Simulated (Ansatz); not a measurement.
Reaction (SMILES): Cl[O] (O-Cl) → ClO+ (triplet, bonded as [O]Cl) + e-
B3LYP-D3(BJ)/def2-TZVP geometries, fixed; electronic energies without zero-point terms.
Largest species:
```xyz
2

Cl     0.0000     0.0000    -0.5055
O      0.0000     0.0000     1.0742
```
Charge 0, spin multiplicity 2.

Effect of a fitting basis named in the input at MP2/aug-cc-pV(T+d)Z with Ansatz (a program for electronic structure), against the last row, where the adiabatic ionisation energy is 10.67 eV. Cores are frozen. Open shells are unrestricted. The default fits or decomposes integrals by the program's own choice; accuracy: high also tightens integrals, grids and stops.

```
setting                                              largest shift of a total energy (mEh)  shift of the adiabatic ionisation energy (eV)
---------------------------------------------------  -------------------------------------  ---------------------------------------------
fitting: def2-universal-jkfit and def2-SVP-RIFIT                                    -5.129                                         -0.004
fitting: def2-universal-jkfit and cc-pVDZ-RIFIT                                     -4.198                                         -0.003
fitting: def2-universal-jkfit and cc-pVTZ-RIFIT                                     -0.064                                          0.000
fitting: def2-universal-jkfit and aug-cc-pVTZ-RIFIT                                  0.144                                         -0.001
fitting: def2-universal-jkfit and cc-pVQZ-RIFIT                                      0.177                                          0.000
fitting: def2-universal-jkfit and aug-cc-pVQZ-RIFIT                                  0.185                                          0.001
accuracy: high                                                                      -0.001                                          0.000
accuracy: medium (default)                                                           0.000                                          0.000
```

Within 0.002 eV in the adiabatic ionisation energy: fitting: def2-universal-jkfit and cc-pVTZ-RIFIT; fitting: def2-universal-jkfit and aug-cc-pVTZ-RIFIT; fitting: def2-universal-jkfit and cc-pVQZ-RIFIT; fitting: def2-universal-jkfit and aug-cc-pVQZ-RIFIT; accuracy: high. The largest shift is 5.129 mEh in a total energy and 0.004 eV in the difference.
